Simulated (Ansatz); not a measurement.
Born–Oppenheimer molecular dynamics of C2H3N + C2H6 (14 atoms, charge 0, multiplicity 1). It starts from a relaxed structure.

Theory: RKS B3LYP-D4/STO-3G in Ansatz 0.2.0.

```yaml
ensemble: NVT, Nosé–Hoover chain
time_step: 1 fs
steps_asked: 250
set_temperature: 1000 K
thermostat: time constant 100 fs, chain length 1
masses: H 2.014 u
seed: 458182
```

First frame:

```xyz
14
Properties=species:S:1:pos:R:3
C -0.673 -0.418 -1.955
C 0.258 0.695 -1.409
H -1.594 0.017 -2.374
H -0.170 -0.990 -2.750
H -0.952 -1.113 -1.147
H 1.179 0.260 -0.991
H -0.244 1.266 -0.613
H 0.543 1.398 -2.207
C 0.536 0.164 2.502
C -0.231 -0.867 1.737
N -0.844 -1.688 1.121
H 1.454 0.437 1.952
H -0.081 1.069 2.639
H 0.817 -0.231 3.494
```

Problem. How far do the bonds stretch over the last three quarters of this one trajectory? (Pairs bonded in most of those frames.)

Solution. 
```json
{"bond": "C1–C2", "mean (Å)": "1.559", "spread (Å)": "0.032", "shortest": "1.51", "longest": "1.63"}
{"bond": "C1–H3", "mean (Å)": "1.108", "spread (Å)": "0.041", "shortest": "1.04", "longest": "1.19"}
{"bond": "C1–H4", "mean (Å)": "1.112", "spread (Å)": "0.056", "shortest": "0.99", "longest": "1.25"}
{"bond": "C1–H5", "mean (Å)": "1.110", "spread (Å)": "0.053", "shortest": "1.01", "longest": "1.22"}
{"bond": "C2–H6", "mean (Å)": "1.107", "spread (Å)": "0.040", "shortest": "1.03", "longest": "1.19"}
{"bond": "C2–H7", "mean (Å)": "1.109", "spread (Å)": "0.039", "shortest": "1.03", "longest": "1.20"}
{"bond": "C2–H8", "mean (Å)": "1.110", "spread (Å)": "0.056", "shortest": "0.99", "longest": "1.22"}
{"bond": "C9–C10", "mean (Å)": "1.514", "spread (Å)": "0.061", "shortest": "1.36", "longest": "1.68"}
{"bond": "C9–H12", "mean (Å)": "1.115", "spread (Å)": "0.042", "shortest": "1.03", "longest": "1.19"}
{"bond": "C9–H13", "mean (Å)": "1.124", "spread (Å)": "0.077", "shortest": "1.00", "longest": "1.28"}
{"bond": "C9–H14", "mean (Å)": "1.114", "spread (Å)": "0.051", "shortest": "1.03", "longest": "1.20"}
{"bond": "C10–N11", "mean (Å)": "1.207", "spread (Å)": "0.050", "shortest": "1.12", "longest": "1.31"}
```

Mean temperature of the second half: 1143 K. The conserved energy wandered by up to 5.1 meV per atom (net 4.5 meV per atom), which is poor conservation. The mean temperature of the second half is 14 % above the set value. A run of 0.25 ps of so small a system gives no equilibrium averages. Limits of this set-up: minimal basis.

The run took 8.8 min on 1 thread of Arm Neoverse V1 (shared host), peak memory 0.096 GiB.
